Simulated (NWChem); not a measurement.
The numbers come from NWChem runs, not from measurements. System: CH, charge 0, spin multiplicity 2, at a geometry optimised with UPBE0/def2-SVP. The structure started from a generated list of species. Its SCF solution wasn't tested for a lower state. Level: ROCCSD(T)/def2-TZVP, 1 core orbitals frozen.

Part of the output:

```
             Northwest Computational Chemistry Package (NWChem) 7.3.0
             --------------------------------------------------------

                                NWChem Input Module
                                -------------------

 Scaling coordinates for geometry "geometry" by  1.889725989
 (inverse scale =  0.529177249)

 Turning off AUTOSYM since
 SYMMETRY directive was detected!

                             Geometry "geometry" -> ""
                             -------------------------

 Output coordinates in angstroms (scale by  1.889725989 to convert to a.u.)

  No.       Tag          Charge          X              Y              Z
 ---- ---------------- ---------- -------------- -------------- --------------
    1 C                    6.0000     0.00000000     0.00000000     0.16203700
    2 H                    1.0000     0.00000000     0.00000000    -0.97222400

 Effective nuclear repulsion energy (a.u.)       2.7992353559

            Nuclear Dipole moment (a.u.)
            ----------------------------
        X                 Y               Z
 ---------------- ---------------- ----------------
     0.0000000000     0.0000000000    -0.0000037795

      Symmetry information
      --------------------

 Group name             C2v
 Group number             16
 Group order               4
 No. of unique centers     2

      Symmetry unique atoms

     1    2


 Summary of "ao basis" -> "" (spherical)
 ------------------------------------------------------------------------------
       Tag                 Description            Shells   Functions and Types
 ---------------- ------------------------------  ------  ---------------------
 *                         def2-tzvp                  on all atoms

 Summary of "ao basis" -> "ao basis" (spherical)
 ------------------------------------------------------------------------------
       Tag                 Description            Shells   Functions and Types
 ---------------- ------------------------------  ------  ---------------------
 C                         def2-tzvp                11       31   5s3p2d1f
 H                         def2-tzvp                 4        6   3s1p

                                 NWChem SCF Module
                                 -----------------

  ao basis        = "ao basis"
  functions       =    37
  atoms           =     2
  closed shells   =     3
  open shells     =     1
  charge          =   0.00
  wavefunction    = ROHF
  use symmetry    = T
  symmetry adapt  = T

 Summary of "ao basis" -> "ao basis" (spherical)
 ------------------------------------------------------------------------------
       Tag                 Description            Shells   Functions and Types
 ---------------- ------------------------------  ------  ---------------------
 C                         def2-tzvp                11       31   5s3p2d1f
 H                         def2-tzvp                 4        6   3s1p

      Symmetry analysis of basis
      --------------------------

        a1         18
        a2          3
        b1          8
        b2          8

 Forming initial guess at       0.1s

      Symmetry analysis of molecular orbitals - initial
      -------------------------------------------------

  Numbering of irreducible representations:

     1 a1          2 a2          3 b1          4 b2

  Orbital symmetries:

     1 a1          2 a1          3 a1          4 b2          5 b1
     6 a1          7 a1          8 b2          9 a1         10 b1
    11 a1         12 b2         13 b1         14 a2

 Starting SCF solution at       0.1s

 ----------------------------------------------
         Quadratically convergent ROHF

 Convergence threshold     :          1.000E-07
 Maximum no. of iterations :          100
 Final Fock-matrix accuracy:          1.000E-09
 ----------------------------------------------

              iter       energy          gnorm     gmax       time
             ----- ------------------- --------- --------- --------
                 1      -38.2714600328  3.87D-01  2.02D-01      0.1
                 2      -38.2771206850  5.10D-02  1.97D-02      0.1
                 3      -38.2773821436  1.87D-03  8.55D-04      0.2
[...]
     7      0.456824  1 C  py                10      0.456505  1 C  py
    13      0.269181  1 C  py

 Vector    5  Occ=0.000000D+00  E= 4.186713D-02  Symmetry=b1
              MO Center=  2.0D-15, -8.6D-16,  1.2D-01, r^2= 2.0D+00
   Bfn.  Coefficient  Atom+Function         Bfn.  Coefficient  Atom+Function
  ----- ------------  ---------------      ----- ------------  ---------------
    12      0.629962  1 C  px                 6      0.312881  1 C  px
     9      0.254206  1 C  px

 Vector    6  Occ=0.000000D+00  E= 1.812173D-01  Symmetry=a1
              MO Center= -1.0D-16,  5.1D-17, -1.2D+00, r^2= 3.4D+00
   Bfn.  Coefficient  Atom+Function         Bfn.  Coefficient  Atom+Function
  ----- ------------  ---------------      ----- ------------  ---------------
    34      2.750189  2 H  s                  5     -1.208358  1 C  s
    14      1.037958  1 C  pz                 4     -0.472641  1 C  s
    33     -0.401100  2 H  s                  8      0.166163  1 C  pz

 Vector    7  Occ=0.000000D+00  E= 3.019938D-01  Symmetry=a1
              MO Center= -1.6D-14, -4.7D-15, -8.7D-02, r^2= 4.3D+00
   Bfn.  Coefficient  Atom+Function         Bfn.  Coefficient  Atom+Function
  ----- ------------  ---------------      ----- ------------  ---------------
     5      4.134024  1 C  s                 34     -2.585053  2 H  s
     4     -2.127909  1 C  s                 14     -1.206212  1 C  pz
     3      0.236238  1 C  s

 center of mass
 --------------
 x =   0.00000000 y =   0.00000000 z =   0.14013511

 moments of inertia (a.u.)
 ------------------
           4.271548666514           0.000000000000           0.000000000000
           0.000000000000           4.271548666514           0.000000000000
           0.000000000000           0.000000000000           0.000000000000

  Mulliken analysis of the total density
  --------------------------------------

    Atom       Charge   Shell Charges
 -----------   ------   -------------------------------------------------------
    1 C    6     6.12   0.86  1.11  0.65  0.94  0.31  0.86  0.99  0.37  0.01  0.02  0.00
    2 H    1     0.88   0.26  0.49  0.12  0.02

 Mulliken analysis of the open-shell density
 -------------------------------------------

    Atom       Charge   Shell Charges
 -----------   ------   -------------------------------------------------------
    1 C    6     1.00   0.00  0.00 -0.00  0.00  0.00  0.37  0.43  0.19  0.00  0.00 -0.00
    2 H    1     0.00   0.00  0.00 -0.00  0.00

       Multipole analysis of the density wrt the origin
       ------------------------------------------------

     L   x y z        total         open         nuclear
     -   - - -        -----         ----         -------
     0   0 0 0     -0.000000     -1.000000      7.000000

     1   1 0 0      0.000000      0.000000      0.000000
     1   0 1 0      0.000000      0.000000      0.000000
     1   0 0 1     -0.623814     -0.232567     -0.000004

     2   2 0 0     -4.202349     -0.777539      0.000000
     2   1 1 0      0.000000      0.000000      0.000000
     2   1 0 1      0.000000     -0.000000      0.000000
     2   0 2 0     -5.772360     -2.332691      0.000000
     2   0 1 1     -0.000000      0.000000      0.000000
     2   0 0 2     -5.790099     -0.847518      3.938011

                   NWChem Extensible Many-Electron Theory Module
                   ---------------------------------------------


            General Information
            -------------------
      Number of processors :     1
         Wavefunction type : Restricted open-shell Hartree-Fock
          No. of electrons :     7
           Alpha electrons :     4
            Beta electrons :     3
           No. of orbitals :    74
            Alpha orbitals :    37
             Beta orbitals :    37
        Alpha frozen cores :     1
         Beta frozen cores :     1
     Alpha frozen virtuals :     0
      Beta frozen virtuals :     0
         Spin multiplicity : doublet
    Number of AO functions :    37
       Number of AO shells :    15
        Use of symmetry is : on
      Symmetry adaption is : on
         Schwarz screening : 0.10D-09

          Correlation Information
          -----------------------
          Calculation type : Coupled-cluster singles & doubles w/ perturbation
   Perturbative correction : (T)
            Max iterations :      100
        Residual threshold : 0.10D-05
     T(0) DIIS level shift : 0.00D+00
     L(0) DIIS level shift : 0.00D+00
     T(1) DIIS level shift : 0.00D+00
     L(1) DIIS level shift : 0.00D+00
     T(R) DIIS level shift : 0.00D+00
     T(I) DIIS level shift : 0.00D+00
   CC-T/L Amplitude update :  5-th order DIIS
                I/O scheme : Global Array Library
        L-threshold :  0.10D-05
        EOM-threshold :  0.10D-05
 no EOMCCSD initial starts read in
 TCE RESTART OPTIONS
 SLICE:      F
 D4D5:       F
 quantumc:   F
 qrotation:  F
 pwtce:      F
 qducc:      F
 nacto:                         0
 nrotv:                         0
 nrot:                          0

            Memory Information
            ------------------
          Available GA space size is     249034062 doubles
          Available MA space size is     104854620 doubles

 Maximum block size supplied by input
 Maximum block size        24 doubles

 tile_dim =     15

 -------------------------------------------------

 Global array virtual files algorithm will be used

 Parallel file system coherency ......... OK

 4-electron integrals stored in orbital form

 v2    file size   =           153154
 4-index algorithm nr.  13 is used
 imaxsize =       30
 imaxsize ichop =        0


CCSD iterations
 ---------------------------------------------------------
 Iter          Residuum       Correlation     Cpu    Wall
 ---------------------------------------------------------
    1   0.1011593999100  -0.1063927474630     0.0     0.0
    2   0.0380422828727  -0.1207946797610     0.0     0.0
    3   0.0190872542407  -0.1244385610804     0.0     0.0
    4   0.0108432748446  -0.1258858445374     0.0     0.0
    5   0.0065831999401  -0.1265720482798     0.0     0.0
    6   0.0013423243054  -0.1274469931912     0.0     0.0
    7   0.0007934913307  -0.1274344209050     0.0     0.0
    8   0.0005372888364  -0.1274363718058     0.0     0.0
    9   0.0003718185501  -0.1274396821838     0.0     0.0
   10   0.0002597524389  -0.1274427407018     0.0     0.0
   11   0.0000290592171  -0.1274514749055     0.0     0.0
   12   0.0000132363899  -0.1274522716830     0.0     0.0
   13   0.0000077324627  -0.1274529779482     0.0     0.0
   14   0.0000047562832  -0.1274533779843     0.0     0.0
   15   0.0000030190187  -0.1274536046451     0.0     0.0
   16   0.0000006937374  -0.1274539347524     0.0     0.0
 -----------------------------------------------------------------
 Iterations converged
 CCSD correlation energy / hartree =        -0.127453934752353
 CCSD total energy / hartree       =       -38.404836758785230

 Singles contributions

 Doubles contributions
 CCSD(T)
 Using plain CCSD(T) code
             total no. of tasks           96
 total no. of tasks / no. procs           96
                         wl_min           28           1.7
                         wl_max        27000           5.5
        thresh for no. of tasks           96

 CCSD[T]  correction energy / hartree =        -0.003404796556112
 CCSD[T] correlation energy / hartree =        -0.130858731308465
 CCSD[T] total energy / hartree       =       -38.408241555341341
 CCSD(T)  correction energy / hartree =        -0.003387771637582
 CCSD(T) correlation energy / hartree =        -0.130841706389935
 CCSD(T) total energy / hartree       =       -38.408224530422814

 Task  times  cpu:        1.5s     wall:        1.5s

 Total times  cpu:        1.6s     wall:        1.6s
```

Question: Write an NWChem input that would produce this output.

Answer: This is not unique; one that fits is 
```
start mol
memory heap 100 mb stack 700 mb global 1900 mb
geometry units angstroms nocenter noautoz
  C      0.000000     0.000000     0.162037
  H      0.000000     0.000000    -0.972224
  symmetry group C2v
end
basis spherical
  * library def2-tzvp
end
scf
  rohf
  nopen 1
  maxiter 100
  thresh 1e-7
  semidirect memsize 60000000 filesize 0
  # guess.movecs holds the orbitals of an unrestricted PBE0 run
  vectors input guess.movecs output mol.movecs
end
tce
  freeze core 1
  ccsd(t)
  2eorb
  2emet 13
  thresh 1e-6
  maxiter 100
  tilesize 24
end
task tce energy
```
